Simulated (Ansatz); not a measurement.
# Relaxing ZnS3

Method: DFT r2SCAN, scalar-relativistic, plane waves, PAW (Ansatz 0.2.0). Cutoff 500 eV, Γ-centred k mesh, Gaussian smearing, no spin polarisation in the final step.

The start puts ZnS3 on the Cu3Au (L1_2) structure type (Pm-3m, No. 221), with Zn in place of Au, S in place of Cu, at a guessed volume.

```
CELL_PARAMETERS angstrom
4.22572 0.00000 0.00000
0.00000 4.22572 0.00000
0.00000 0.00000 4.22572
ATOMIC_POSITIONS crystal
Zn 0.00000 0.00000 0.00000
S 0.00000 0.50000 0.50000
S 0.50000 0.00000 0.50000
S 0.50000 0.50000 0.00000
```

Cell and atoms relax at zero pressure; the relaxation can't lower the symmetry of the start. After a coarse first stage the cell is made exact in the group found at 0.06 Å.

Energies over the elements count from the elements' standard structures at the same level, with no empirical corrections.

Problem. Which crystal results?

Solution. It keeps Pm-3m (No. 221). The result has the Cu3Au (L1_2) structure. Conventional cell: a = 4.047 Å. Around Zn lie 12 S at 2.86 Å; S is coordinated by 4 Zn at 2.86 Å and 8 S at 2.86 Å.

```cif
data_structure
_symmetry_space_group_name_H-M 'Pm-3m'
_symmetry_Int_Tables_number 221
_cell_length_a 4.0468
_cell_length_b 4.0468
_cell_length_c 4.0468
_cell_angle_alpha 90.000
_cell_angle_beta 90.000
_cell_angle_gamma 90.000
_cell_volume 66.27
loop_
_atom_site_label
_atom_site_type_symbol
_atom_site_symmetry_multiplicity
_atom_site_Wyckoff_symbol
_atom_site_fract_x
_atom_site_fract_y
_atom_site_fract_z
_atom_site_occupancy
Zn1 Zn 1 a 0.00000 0.00000 0.00000 1
S1 S 3 c 0.00000 0.50000 0.50000 1
```

Problem. What are its volume, energy, density and gap?

Solution. The volume per atom is 16.57 Å³, the density is 4.05 g/cm³ and the energy over the elements is 0.86 eV/atom. The gap on the 12×12×12 mesh is 0 eV (a metal).

The final run used a 12×12×12 mesh on its 4-atom cell and 0.10 eV smearing. The k mesh leaves about 4 meV/atom of noise in metals. Symmetry constrained the relaxation, so the result can be a saddle point.

Cost: 3 runs of about 2.2 core-minutes in all, on AMD EPYC 7R43 (Zen 3) (shared hosts).